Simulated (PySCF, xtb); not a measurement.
**Two structures of CH3AlS**

Structure a is a singlet given by its coordinates and structure b is `C[S][Al]`, a singlet. Both are isolated molecules in the gas phase, relaxed with B3LYP-D4/def2-SVP.

a (Å):

```yaml
atoms:
  - { symbol: C, position_ang: [-1.0745, -0.5847, 0.9653] }
  - { symbol: Al, position_ang: [0.3248, 0.6372, 0.3890] }
  - { symbol: S, position_ang: [1.7715, 1.9003, -0.2070] }
  - { symbol: H, position_ang: [-2.0644, -0.2182, 0.6488] }
  - { symbol: H, position_ang: [-1.0766, -0.6825, 2.0629] }
  - { symbol: H, position_ang: [-0.9203, -1.5848, 0.5292] }
```

Close contacts (Å): C1–Al2 1.95, Al2–S3 2.01, C1–H4 1.10, C1–H5 1.10, C1–H6 1.10.

b (Å):

```xyz
6

C    -0.8634   -0.5079    0.9596
Al    1.3537    1.2617   -0.1422
S    -0.6908    1.3255    0.8022
H    -1.7457   -0.8357    0.3934
H    -0.9926   -0.7669    2.0192
H     0.0144   -1.0599    0.5763
```

Problem. Estimate E(b) − E(a) at the level CCSD(T)/def2-TZVP.

Solution. Calculated at CCSD(T)/def2-TZVP: E(b) − E(a) = +57.3 kJ/mol, so structure a lies lower.

Level by level:

```csv
level,geometry,E(b) − E(a) (kJ/mol),departure from the last row (kJ/mol),"job, with rough time for the two"
B3LYP-D4/def2-SVP,B3LYP-D4/def2-SVP,+57.8,+0.5,"optimisation, 5.8 min"
HF/def2-TZVP,B3LYP-D4/def2-SVP,+53.5,−3.8,part of the CCSD(T) run
MP2/def2-TZVP,B3LYP-D4/def2-SVP,+71.4,+14.1,part of the CCSD(T) run
CCSD(T)/def2-TZVP,B3LYP-D4/def2-SVP,+57.3,,"single point, 96 s"
```

The levels shown agree on the order. The largest departure from CCSD(T)/def2-TZVP is that of MP2/def2-TZVP, 14.1 kJ/mol. No reliable frequencies are at hand for a or b, so they aren't confirmed as minima. Levels run at GFN2-xTB geometries aren't shown.

The correlated steps freeze 11 core orbitals. Codes used: PySCF 2.14.0; the last row on 2 threads of Intel(R) Xeon(R) Processor @ 2.50GHz (Skylake/Cascade Lake) on a shared host.
